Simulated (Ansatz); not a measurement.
# C4H6FN: one species, many methods

How much do the methods differ for C4H6FN? The plan is to run it at one geometry with functionals of several rungs and with coupled cluster, and see how far each lands from CCSD(T) at the basis-set limit for the atomisation energy.

The runs use Ansatz 0.2.0, Gaussian basis; functionals in def2-TZVPP, the program's frozen cores in correlated methods.

The runs, in order: PBE-D4, r2SCAN-D4, PBE0-D4, B3LYP-D4, ωB97X-V, ωB97M-V, B2PLYP; CCSD(T)/def2-TZVPP; MP2/def2-QZVPP; extrapolation to the limit.

**1. The geometry**

The geometry comes from an earlier relaxation with PBE0-D4 in a triple-zeta def2 set; it is a stationary point, not always the lowest conformer.

SMILES `C=C=C(F)CN`, 12 atoms, charge 0, spin multiplicity 1.

Atoms are counted from 1 here; the program's logs count them from 0.

Bond lengths: C1–C2 1.299 Å, C1–H7 1.087 Å, C1–H8 1.087 Å, C2–C3 1.304 Å, C3–F4 1.346 Å, C3–C5 1.491 Å, C5–N6 1.453 Å, C5–H9 1.096 Å, C5–H10 1.098 Å, N6–H11 1.012 Å, N6–H12 1.011 Å. Angles: C2–C1–H7 121.5°, C2–C1–H8 121.5°, H7–C1–H8 117.0°, C1–C2–C3 178.1°, C2–C3–F4 120.3°, C2–C3–C5 125.6°, F4–C3–C5 114.1°, C3–C5–N6 110.9°, C3–C5–H9 107.7°, C3–C5–H10 107.5°, N6–C5–H9 108.0°, N6–C5–H10 115.1°, H9–C5–H10 107.3°, C5–N6–H11 110.6°, C5–N6–H12 110.7°, H11–N6–H12 107.8°.

**2. PBE-D4 (GGA)**

The input, in.yaml:

```yaml
crystal:
  periodic: [false, false, false]
  atoms:
    - {symbol: C, position_ang: [0.421034, -2.223124, -1.174092]}
    - {symbol: C, position_ang: [-0.169161, -1.189969, -0.652562]}
    - {symbol: C, position_ang: [-0.728537, -0.150125, -0.099890]}
    - {symbol: F, position_ang: [-1.982197, 0.204636, -0.436964]}
    - {symbol: C, position_ang: [-0.098683, 0.734850, 0.921237]}
    - {symbol: N, position_ang: [0.081474, 2.079583, 0.401920]}
    - {symbol: H, position_ang: [1.006709, -2.142381, -2.085782]}
    - {symbol: H, position_ang: [0.343368, -3.208554, -0.722731]}
    - {symbol: H, position_ang: [-0.778853, 0.790400, 1.778337]}
    - {symbol: H, position_ang: [0.820127, 0.240349, 1.264317]}
    - {symbol: H, position_ang: [0.809654, 2.094714, -0.300886]}
    - {symbol: H, position_ang: [0.352063, 2.714522, 1.141096]}
basis:
  gaussian: {orbitals: def2-TZVPP}
hamiltonian: {xc: pbe, dispersion: d4}
output: {forces: true, orbitals: {seedname: orbitals}}
```

Run with:

```console
ansatz run in.yaml --threads 4 --pin off --events-out ev --progress --plain --max-ram 10444MiB
```

The runs that follow: r2SCAN-D4 (meta-GGA); PBE0-D4 (hybrid); B3LYP-D4 (hybrid); ωB97X-V (range-separated); ωB97M-V (range-separated); B2PLYP (double hybrid); CCSD(T) in def2-TZVPP; MP2 in def2-QZVPP.

Q: Predict the results of all the runs planned. Wanted: atomisation energy, CCSD(T)/CBS; farthest; mean size of error, hybrid; mean size of error, range-separated; gap, smallest and largest; T1 diagnostic; triples share of the correlation energy.

The runs gave:

| quantity | value |
| --- | --- |
| atomisation energy, CCSD(T)/CBS | 50.654 eV |
| functionals within 0.253 eV (0.5 %) | ωB97X-V |
| farthest | PBE-D4 (+2.085 eV) |
| mean size of error, hybrid | 0.507 eV |
| mean size of error, range-separated | 0.259 eV |
| gap, smallest and largest | 4.27 eV (PBE-D4), 11.47 eV (ωB97X-V) |
| T1 diagnostic | 0.0117 |
| triples share of the correlation energy | 4.1 % |

PBE-D4 is off by +2.085 eV. Double hybrids carry the basis error of their MP2 part in triple zeta, and no dispersion term here, so their miss is partly the set-up's. Misses under about 0.253 eV are within the doubt on the reference itself, which lacks core-valence correlation, relativity and higher excitations. Hartree-Fock recovers 71 % of the binding; the rest is correlation. Orbital gaps span 4.3 to 11.5 eV; exact exchange widens them.
